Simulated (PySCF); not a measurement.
# How the functional moves excitation energies

Compound: acrylic acid, C3H4O2.
SMILES: `C=CC(=O)O`

Linear-response calculations in the def2-SVPD basis (PySCF; singlets by full response, triplets Tamm–Dancoff, core orbitals frozen in the response; HF means time-dependent Hartree–Fock). 'Strongest' is the level of largest summed f among the singlets computed (10 roots, of which the last may lack a degenerate partner); it can jump between rows when another state enters that window. S1 is the lowest singlet of each run and needn't be the same state throughout; f(S1) is that of one state. Isolated species at its PBE0-D3(BJ)/def2-SVP geometry (one conformer only).

```csv
functional,kind,S1 (eV),f(S1),strongest (eV),T1 (eV),HOMO (eV),gap (eV),"ionisation energy, ΔSCF (eV)"
LDA,LDA,4.16,0.000,6.30,3.90,-6.88,4.02,10.80
PBE,GGA,4.18,0.000,6.31,3.86,-6.67,4.06,10.51
B3LYP,"global hybrid, 20% exact exchange",4.77,0.000,6.23,3.84,-8.09,6.22,10.73
PBE0,"global hybrid, 25% exact exchange",4.87,0.000,6.35,3.77,-8.35,6.72,10.67
BHandHLYP,"global hybrid, 50% exact exchange",5.44,0.000,6.52,3.72,-9.46,8.92,10.60
CAM-B3LYP,range-separated hybrid,5.10,0.000,6.43,3.82,-9.80,9.32,10.84
wB97X-D,range-separated hybrid,5.08,0.000,6.44,3.93,-10.31,10.51,10.77
HF,Hartree–Fock,6.34,0.000,6.75,3.27,-10.95,13.16,not settled
```

**Question.** What does LC-wPBE (range-separated hybrid) give?

**Answer.** S1 (eV) 5.25, f(S1) 0.000, strongest (eV) 6.63, T1 (eV) 3.72, HOMO (eV) -11.19, gap (eV) 11.90, ionisation energy, ΔSCF (eV) 10.89. S1 runs from 4.16 eV (LDA) to 6.34 eV (HF), a spread of 2.18 eV, while the orbital gap spreads over 9.1 eV. Along PBE (0%), B3LYP (20%), PBE0 (25%), BHandHLYP (50%), HF (100%) S1 rises with the share of exact exchange. −ε(HOMO) comes closest to its own ΔSCF ionisation energy with LC-wPBE (+0.30 eV) and misses most with LDA (-3.91 eV). 'Not settled' means that the ion's SCF failed to converge or may have ended in another state than the lowest.
